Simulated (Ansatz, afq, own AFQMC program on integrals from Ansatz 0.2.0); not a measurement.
SiN, doublet: AFQMC among the cluster methods

```tsv
atom	x (Å)	y (Å)	z (Å)
Si	0.0000	0.0000	0.0000
N	0.0000	0.0000	2.4800
```

Basis 6-31G. Only valence electrons are correlated. AFQMC by an in-house program on the Cholesky factors that Ansatz 0.2.0 writes for its CCSD(T) run. ph-AFQMC/CISD is guided by a CISD state made of CCSD amplitudes; releasing the constraint for a short imaginary time cuts its bias at the price of noise, slowly where states lie close. Error bars are statistical, one sigma.

Determinant: UHF, the one that the program's search chose, which needn't be the lowest solution. The geometry is a point of a scan.

Full CI on the same integrals is exact in this basis and with this determinant's frozen core.

Cautions: an unrestricted solution with more broken spin lies lower (119 meV, ⟨S²⟩ 2.70); strong correlation (T1 0.075, weight of the determinant 0.77, largest double 0.14); unrestricted determinant spin contaminated (⟨S²⟩ 2.41 against 0.75).

```
T1 diagnostic                               : 0.0749
weight of the determinant in the CISD state : 0.767
⟨S²⟩ of the determinant                     : 2.414
size of the correlated space                : 9 electrons in 16 orbitals
```

Reference: full CI, correlation energy -2.592 eV. The released energy is read at 2.40 1/Eh (meV from the phaseless value at times in 1/Eh: -9 ± 4 at 0.24, -18 ± 4 at 0.51, -27 ± 5 at 0.99, -20 ± 5 at 1.62, -15 ± 7 at 2.40). The cautions show a poor starting determinant, so the rows tell how each method copes with it here, and full CI is the sure value.

| level | E − E(reference) (meV) | share of correlation (%) |
| --- | --- | --- |
| HF | 2592.0 | 0.00 |
| MP2 | 1119.3 | 56.82 |
| CCSD | 204.1 | 92.13 |
| CCSD(T) | 120.6 | 95.35 |
| CCSDT | 51.5 | 98.01 |
| CCSDT(Q) | 31.9 | 98.77 |
| CCSDTQ | 10.1 | 99.61 |
| ph-AFQMC/HF | -49.0 ± 21.8 | 101.89 |
| ph-AFQMC/CISD | 15.8 ± 4.7 | 99.39 |
| released AFQMC | 1.0 ± 6.5 | 99.96 |

CCSDT and higher add their correlation energy to the determinant of the CCSD(T) run, since their own runs factorise the integrals more tightly (a shift of under 2 meV). Released energies are given only where the last usable release times agree within the noise; a slower fall can still hide under it.
